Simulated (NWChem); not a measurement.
**B3LYP/def2-TZVP run of CH3NO (Nitrosomethane)**

What is the vertical ionisation energy of CH3NO (Nitrosomethane) at B3LYP/def2-TZVP? 

The calculation is run with NWChem 7.3.0.

1 further run of the same task is left out (set aside as unsound or not needed). Runs told in other sessions of the task aren't counted.

**1. Starting point**

The species is CH3NO (6 atoms), meant as a singlet with charge 0. SMILES: `CN=O`. The coordinates come from a PBE0-D4/def2-TZVP relaxation.

Bond lengths: C1–N2 1.468 Å, N2–O3 1.193 Å, C1–H4 1.094 Å, C1–H5 1.094 Å, C1–H6 1.092 Å. Angles: C1–N2–O3 113.9°, N2–C1–H4 106.8°, N2–C1–H5 106.8°, N2–C1–H6 111.9°, H4–C1–H5 107.0°, H4–C1–H6 112.0°, H5–C1–H6 112.0°.

**2. Energy and forces at B3LYP/def2-TZVP**

ch3no.nw

```
start ch3no
title "CH3NO B3LYP"
memory stack 880 mb heap 220 mb global 1100 mb
geometry units angstroms noautosym nocenter noautoz
  C    -0.173320    0.295060   -0.257500
  N    -0.093510   -0.930080    0.547430
  O     0.960290   -1.089300    1.083500
  H    -0.434830   -0.011430   -1.274170
  H    -1.017200    0.873040    0.129410
  H     0.758570    0.862730   -0.228690
end
basis "ao basis" spherical bse
  * library def2-TZVP
end
dft
  xc b3lyp
  grid fine
  convergence energy 1e-08
  maxiter 100
  mulliken
end
task dft gradient
```

Run with:

```sh
$ nwchem ch3no.nw > ch3no.out
```

Log:

```text
[...]
          Wavefunction type:  closed shell.
          No. of atoms     :     6
          No. of electrons :    24
[...]
          Charge           :     0
          Spin multiplicity:     1
[...]
          AO basis - number of functions:   111
[...]
              XC Information
              --------------
                         B3LYP Method XC Potential
                     Hartree-Fock (Exact) Exchange  0.200
                        Slater Exchange Functional  0.800 local
                    Becke 1988 Exchange Functional  0.720 non-local
              Lee-Yang-Parr Correlation Functional  0.810
                  VWN I RPA Correlation Functional  0.190 local
[...]
 d= 0,ls=0.0,diis     1   -169.7915066015 -2.41D+02  7.21D-03  9.12D-01     1.6
[...]
 d= 0,ls=0.0,diis    11   -169.8686733450 -7.00D-10  1.82D-07  4.81D-10    15.3
         Total DFT energy =     -169.868673345018
      One electron energy =     -370.833471213304
           Coulomb energy =      152.003241276925
    Exchange-Corr. energy =      -21.966461277498
 Nuclear repulsion energy =       70.928017868859
[...]
      Total Density - Mulliken Population Analysis
     ---------------------------------------------
    Atom       Charge   Shell Charges
 -----------   ------   -------------------------------------------------------
    1 C    6     6.23   0.85  1.12  0.53  0.63  0.13  1.34  1.21  0.37  0.02  0.03  0.01
    2 N    7     6.93   0.82  1.15  0.63  0.81  0.32  1.43  1.31  0.35  0.02  0.09  0.01
    3 O    8     8.22   0.79  1.18  0.62  0.94  0.36  1.87  1.73  0.69  0.01  0.04  0.00
    4 H    1     0.87   0.27  0.47  0.10  0.02
    5 H    1     0.87   0.27  0.47  0.10  0.02
    6 H    1     0.89   0.28  0.47  0.12  0.02
[...]
  wavefunction    = closed shell
                         DFT ENERGY GRADIENTS
    atom               coordinates                        gradient
                 x          y          z           x          y          z
   1 C      -0.327527   0.557583  -0.486604    0.001449  -0.004352   0.003350
   2 N      -0.176708  -1.757596   1.034493    0.008667   0.001889   0.002398
   3 O       1.814685  -2.058479   2.047518   -0.010034   0.002631  -0.005812
   4 H      -0.821710  -0.021600  -2.407832   -0.000166  -0.000286  -0.000213
   5 H      -1.922229   1.649806   0.244549   -0.000338  -0.000028   0.000195
   6 H       1.433489   1.630323  -0.432161    0.000423   0.000146   0.000083
[...]
```

Run time: 24 s. Hardware: 1 thread of Intel Xeon 6975P-C (Granite Rapids), shared host; peak memory 0.13 GiB.

**3. The doublet cation: the energy at UB3LYP/def2-TZVP**

job.nw

```
start job
memory total 2200 mb
charge 1

geometry noautosym nocenter noautoz
  C     -0.173320     0.295060    -0.257500
  N     -0.093510    -0.930080     0.547430
  O      0.960290    -1.089300     1.083500
  H     -0.434830    -0.011430    -1.274170
  H     -1.017200     0.873040     0.129410
  H      0.758570     0.862730    -0.228690
end

basis spherical bse
  * library def2-TZVP
end

dft
  xc b3lyp
  mult 2
  grid fine
  convergence energy 1e-08
  maxiter 100
  mulliken
end

task dft energy
```

Run with:

```sh
$ nwchem job.nw > job.out
```

Log:

```text
[...]
          Wavefunction type:  spin polarized.
          No. of atoms     :     6
          No. of electrons :    23
[...]
          Charge           :     1
          Spin multiplicity:     2
[...]
          AO basis - number of functions:   111
[...]
              XC Information
              --------------
                         B3LYP Method XC Potential
                     Hartree-Fock (Exact) Exchange  0.200
                        Slater Exchange Functional  0.800 local
                    Becke 1988 Exchange Functional  0.720 non-local
              Lee-Yang-Parr Correlation Functional  0.810
                  VWN I RPA Correlation Functional  0.190 local
[...]
 d= 0,ls=0.0,diis     1   -169.4134805787 -2.40D+02  4.45D-03  2.98D-01     2.2
[...]
 d= 0,ls=0.0,diis    14   -169.5184226235 -4.66D-09  1.06D-07  1.99D-10    26.9
[...]
         Total DFT energy =     -169.518422623464
      One electron energy =     -362.973424188208
           Coulomb energy =      144.097938937272
    Exchange-Corr. energy =      -21.570955241386
 Nuclear repulsion energy =       70.928017868859
[...]
      Total Density - Mulliken Population Analysis
     ---------------------------------------------
    Atom       Charge   Shell Charges
 -----------   ------   -------------------------------------------------------
    1 C    6     6.23   0.85  1.12  0.54  0.67  0.14  1.32  1.23  0.31  0.02  0.03  0.01
    2 N    7     6.63   0.82  1.15  0.64  0.83  0.20  1.39  1.27  0.22  0.02  0.09  0.01
    3 O    8     7.85   0.79  1.17  0.65  0.98  0.33  1.79  1.64  0.44  0.01  0.04  0.00
    4 H    1     0.76   0.26  0.43  0.04  0.02
    5 H    1     0.76   0.26  0.43  0.04  0.02
    6 H    1     0.78   0.27  0.45  0.04  0.02
[...]
      <S2> =      0.7541 (Exact =     0.7500)
[...]
```

Run time: 28 s. Hardware: 1 thread of Intel Xeon 6975P-C (Granite Rapids), shared host; peak memory 0.12 GiB.

**4. Results**

Level: B3LYP/def2-TZVP.

| quantity | value |
| --- | --- |
| singlet CH3NO: total energy | -169.86867 Eh |
| singlet CH3NO: dipole moment | 2.44 D |
| singlet CH3NO: HOMO energy | -6.43 eV |
| singlet CH3NO: LUMO energy | -2.51 eV |
| singlet CH3NO: HOMO–LUMO gap | 3.92 eV |
| singlet CH3NO: largest force on an atom | 0.611 eV/Å |
| doublet cation: total energy | -169.51842 Eh |
| doublet cation: HOMO energy (highest over α and β) | -16.93 eV |
| doublet cation: LUMO energy (lowest over α and β) | -12.65 eV |
| doublet cation: ⟨S²⟩ | 0.754 |
| vertical ionisation energy (to the doublet cation) | 9.531 eV |

In words: Removing an electron at fixed nuclei costs 9.53 eV (220 kcal/mol). The largest force (singlet CH3NO) is 0.61 eV/Å: the shape isn't a stationary point for this species at this level. −ε(HOMO) before ionisation, 6.43 eV, is 3.10 eV below this ionisation energy. Mulliken charges (singlet CH3NO) run from -0.23 on C1 to +0.13 on H4; they depend strongly on the basis. Mulliken charges (doublet cation) run from -0.23 on C1 to +0.37 on N2; they depend strongly on the basis.
